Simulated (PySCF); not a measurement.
PySCF input:

```python
from pyscf import gto, scf, dft

mol = gto.M(
    atom='''
    C    -0.00000000   -0.00000000   -0.52559507
    N     0.00000000    0.00000000    0.68179640
    H    -0.00000000   -0.00000000   -1.61900441
    ''',
    basis='def2-tzvpd',
    charge=1,
    spin=1,
    symmetry='C2v',
    verbose=4,
)

mf = dft.UKS(mol, xc='tpssh').density_fit(auxbasis='def2-universal-jkfit')
mf.grids.level = 3
mf.conv_tol = 1e-9
mf.max_cycle = 100
mf.max_memory = 1500
mf.kernel()
if not mf.converged:
    mf = mf.newton()
    mf.kernel(mf.make_rdm1())
mf.analyze()
```

Problem. Which total energy does the run end on?

Solution. -92.97280 Eh (TPSSh/def2-TZVPD).
